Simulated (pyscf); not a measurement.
`[OH][Si]([Cl])([Cl])[Cl]` + `[H]` [doublet] -> `[Cl][Si]([Cl])[Cl]` [doublet] + `[OH2]` (substitution at O; doublet surface; O–Si broken, H–O formed). Optimised with ωB97X-D3(BJ)/def2-SVP in PySCF. Energies in kcal/mol from the separated reactants.

```
level                   barrier  reaction energy
----------------------  -------  ---------------
ωB97X-D3(BJ)/def2-TZVP     34.3            +10.0
PBE/def2-TZVP              18.2             +3.6
PBE0-D3(BJ)/def2-TZVP      25.7             +7.1
M06-2X/def2-TZVP            ___              ___
ωB97M-D3(BJ)/def2-TZVP     30.7            +10.0
HF/def2-TZVP                ___            +13.5
```

Problem. What belongs in the gaps?

Solution. 
- M06-2X/def2-TZVP, barrier: 30.5
- M06-2X/def2-TZVP, reaction energy: +9.0
- HF/def2-TZVP, barrier: 54.6

The functionals in the table span 16.0 kcal/mol in this barrier, from PBE to ωB97X-D3(BJ)/def2-TZVP. On the product side the descent ends in a complex, 5.5 kcal/mol under the separated species and 29.8 kcal/mol under the saddle at ωB97X-D3(BJ)/def2-TZVP. The same reactants have a lower exit, to •O–Si(Cl)(Cl)–Cl + H₂ (barrier +21.2 kcal/mol at ωB97M-D3(BJ)/def2-TZVP, against +30.7 kcal/mol here). This is the saddle that the search found; another between the same sides may lie lower. The angle at the attacked O is 144°.
